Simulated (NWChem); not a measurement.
**One shape, several levels: quartet NCO**

Aim: a comparison of 5 runs (U-wB97X/cc-pVTZ, UB2PLYP/cc-pVTZ, UBHLYP/cc-pVTZ, UCAM-B3LYP/cc-pVTZ, UM06-2X/cc-pVTZ) of quartet NCO. 

The results are computed with NWChem 7.3.0.

### 1 The structure to begin with

NCO: 3 atoms, total charge 0, spin state quartet. SMILES of the parent species: `[N]=C=O`. The shape is that of a PBE0-D4/def2-TZVP optimisation. That shape belongs to the parent species and isn't relaxed for this state.

Bond lengths: N1–C2 1.222 Å, C2–O3 1.171 Å. Angles: N1–C2–O3 180.0°.

### 2 A single-point energy at U-wB97X/cc-pVTZ (run 1)

geom.nw

```
start geom
memory stack 880 mb heap 220 mb global 1100 mb
charge 0
geometry units angstrom noautosym nocenter noautoz
   N        0.968200       0.423100       0.579200
   C       -0.013800      -0.006000      -0.008300
   O       -0.954400      -0.417100      -0.571000
end
basis "ao basis" spherical bse
   * library cc-pVTZ
end
dft
   xc wb97x
   mult 4
   grid fine
   convergence energy 1e-08
   iterations 100
   mulliken
   print low
end
task dft energy
```

Started as:

```
$ nwchem geom.nw > geom.out
```

Standard output:

```text
[...]
 d= 0,ls=0.0,diis     1   -167.6836523481 -2.20D+02  6.56D-03  2.14D-01     4.1
[...]
 d= 0,ls=0.0,diis    13   -167.7712127171 -8.96D-10  3.96D-07  2.91D-11    51.3
[...]
         Total DFT energy =     -167.771212717075
      One electron energy =     -331.160245412080
           Coulomb energy =      131.954702405956
    Exchange-Corr. energy =      -20.834553953063
 Nuclear repulsion energy =       52.268884242113
[...]
      Total Density - Mulliken Population Analysis
     ---------------------------------------------
    Atom       Charge   Shell Charges
 -----------   ------   -------------------------------------------------------
    1 N    7     6.93   1.96  0.24  0.98  0.50  0.94  1.54  0.71  0.01  0.04  0.00
    2 C    6     6.04   1.96  0.19  0.72  0.16  0.95  1.39  0.51  0.04  0.10  0.03
    3 O    8     8.04   1.95  0.26  1.01  0.53  1.27  2.00  0.97  0.01  0.03  0.00
[...]
      <S2> =      3.7749 (Exact =     3.7500)
[...]
```

It took 52 s on 1 thread of Intel Xeon Platinum 8488C (Sapphire Rapids), shared host; peak memory 0.11 GiB.

### 3 The energy at UB2PLYP/cc-pVTZ (run 2)

cno.nw

```
start cno
title "CNO"
memory total 2200 mb
charge 0
geometry units angstrom noautosym nocenter noautoz
  N      0.968200     0.423100     0.579200
  C     -0.013800    -0.006000    -0.008300
  O     -0.954400    -0.417100    -0.571000
end
basis "ao basis" spherical bse
  * library cc-pVTZ
end
dft
  xc hfexch 0.53 becke88 0.47 lyp 0.73 mp2 0.27
  dftmp2 semidirect
  mult 4
  grid fine
  convergence energy 1e-08
  maxiter 100
  mulliken
  print medium
end
mp2
  freeze core 3
end
task dft energy
```

Started as:

```
$ nwchem cno.nw > cno.out
```

Standard output:

```text
[...]
          Wavefunction type:  spin polarized.
          No. of atoms     :     3
          No. of electrons :    21
[...]
          Charge           :     0
          Spin multiplicity:     4
[...]
          AO basis - number of functions:    90
[...]
              XC Information
              --------------
                     Hartree-Fock (Exact) Exchange  0.530
                    Becke 1988 Exchange Functional  0.470
              Lee-Yang-Parr Correlation Functional  0.730
[...]
 d= 0,ls=0.0,diis     1   -167.4544592535 -2.20D+02  6.89D-03  1.86D-01     1.6
[...]
 d= 0,ls=0.0,diis    14   -167.5398615280 -2.44D-09  1.06D-07  8.40D-11    17.7
[...]
         Total DFT energy =     -167.539861527995
      One electron energy =     -331.101145926309
           Coulomb energy =      131.907187848573
    Exchange-Corr. energy =      -20.614787692372
 Nuclear repulsion energy =       52.268884242113
[...]
      Total Density - Mulliken Population Analysis
     ---------------------------------------------
    Atom       Charge   Shell Charges
 -----------   ------   -------------------------------------------------------
    1 N    7     6.93   1.95  0.24  1.00  0.49  0.94  1.55  0.71  0.01  0.04  0.00
    2 C    6     5.99   1.96  0.19  0.73  0.14  0.93  1.38  0.50  0.04  0.10  0.03
    3 O    8     8.07   1.95  0.25  1.02  0.53  1.26  2.02  0.99  0.01  0.03  0.00
[...]
      <S2> =      3.7934 (Exact =     3.7500)
[...]
  Basis functions       =     90
[...]
```

It took 22 s on 1 thread of Intel Xeon Platinum 8488C (Sapphire Rapids), shared host; peak memory 0.22 GiB.

Runs 3 to 4 aren't shown in full; the table further down has their settings and results.

### 4 The energy at UM06-2X/cc-pVTZ (run 5)

run.py

```python
from ase import Atoms
from ase.calculators.nwchem import NWChem

molecule = Atoms('NCO', positions=[
    [0.968200, 0.423100, 0.579200],
    [-0.013800, -0.006000, -0.008300],
    [-0.954400, -0.417100, -0.571000],
])

calc = NWChem(
    label='sp',
    theory='dft',
    memory='2200 mb',
    basis='cc-pVTZ',
    basispar='spherical bse',
    dft={'xc': 'm06-2x', 'mult': '4', 'grid': 'fine', 'convergence': 'energy 1e-08', 'iterations': '100', 'mulliken': None},
    task='energy',
)
molecule.calc = calc

print(f"energy = {molecule.get_potential_energy():.6f} eV")
```

Started as:

```
$ export ASE_NWCHEM_COMMAND="nwchem PREFIX.nwi > PREFIX.nwo"
$ python run.py
```

Standard output:

```text
energy = -4564.737008 eV
```

The calculator wrote sp.nwi:

```
title "sp"

permanent_dir sp

scratch_dir sp

start sp

geometry units angstrom nocenter noautosym noautoz
  N  9.6819999999999995e-01 4.2309999999999998e-01 5.7920000000000005e-01
  C  -1.3800000000000000e-02 -6.0000000000000001e-03 -8.3000000000000001e-03
  O  -9.5440000000000003e-01 -4.1710000000000003e-01 -5.7099999999999995e-01
end

memory 2200 mb

basis spherical bse noprint
   * library cc-pVTZ
end

dft
  xc m06-2x
  mult 4
  grid fine
  convergence energy 1e-08
  iterations 100
  mulliken
end

task dft energy
```

sp.nwo:

```text
Northwest Computational Chemistry Package (NWChem) 7.3.0
             --------------------------------------------------------

           Job information
           ---------------

    nwchem branch   = 7.3.0
    use scalapack   = T
    input           = sp.nwi
    prefix          = sp.
    data base       = sp/sp.db
    status          = startup
    nproc           =        1

           Memory information
           ------------------

    heap     =     72089598 doubles =      550.0 Mbytes
    stack    =     72089595 doubles =      550.0 Mbytes
    global   =    144179200 doubles =     1100.0 Mbytes (distinct from heap & stack)
    total    =    288358393 doubles =     2200.0 Mbytes
    verify   = yes
    hardfail = no

[... 87 lines left out ...]
  convergence criterion.
[... 17 lines left out ...]
          Convergence on gradient requested:  5.00D-04
[... 24 lines left out ...]
          Convergence aids based upon iterative change in
[... 28 lines left out ...]
 1-e energy   =    -330.550386
[... 49 lines left out ...]
         Total DFT energy =     -167.750992309610
[... 2 lines left out ...]
    Exchange-Corr. energy =      -20.804024850808
[... 639 lines left out ...]
                     DFT Final Beta Molecular Orbital Analysis
[... 716 lines left out ...]
 center of mass
 --------------
 x =  -0.08429347 y =  -0.03684144 z =  -0.05049030

 moments of inertia (a.u.)
 ------------------
          54.127948397151         -43.095683168322         -58.996151813739
         -43.095683168322         133.908765713834         -25.782085090118
         -58.996151813739         -25.782085090118         117.447564761483

     Multipole analysis of the density
     ---------------------------------

     L   x y z        total         alpha         beta         nuclear
     -   - - -        -----         -----         ----         -------
     0   0 0 0     -0.000000    -12.000000     -9.000000     21.000000

     1   1 0 0      0.065111      0.040772      1.801815     -1.777476
[... 8 lines of this table left out ...]
     2   0 0 2    -11.758193    -17.166897    -12.293240     17.701944

 Task  times  cpu:       18.8s     wall:       18.8s
 Total times  cpu:       18.9s     wall:       18.9s
```

Run time: 20 s. Hardware: 1 thread of Intel Xeon Platinum 8488C (Sapphire Rapids), shared host; peak memory 0.12 GiB.

### 5 All runs side by side

```tsv
run	level	frozen core orbitals	energy (Eh)	⟨S²⟩	wall time
1	U-wB97X/cc-pVTZ	–	-167.771213	3.775	52 s
2	UB2PLYP/cc-pVTZ	3	-167.700112	3.793	22 s
3	UBHLYP/cc-pVTZ	–	-167.737219	3.789	17 s
4	UCAM-B3LYP/cc-pVTZ	–	-167.756040	3.773	50 s
5	UM06-2X/cc-pVTZ	–	-167.750992	3.774	20 s
```

### 6 Outcome

| quantity | value |
| --- | --- |
| run 5: total energy | -167.75099 Eh |
| run 5: dipole moment | 0.21 D |
| run 5: HOMO energy (highest over α and β) | -3.59 eV |
| run 5: ⟨S²⟩ | 3.774 |

**Reading.** Over runs 2, 3, 4, 5 the dipole moment (its size) runs from 0.03 D (UCAM-B3LYP/cc-pVTZ) to 0.23 D (UB2PLYP/cc-pVTZ). A double hybrid's value is that of its SCF part. Totals of different functionals can't be ranked against each other. All runs together took 2.7 min, the longest 52 s.
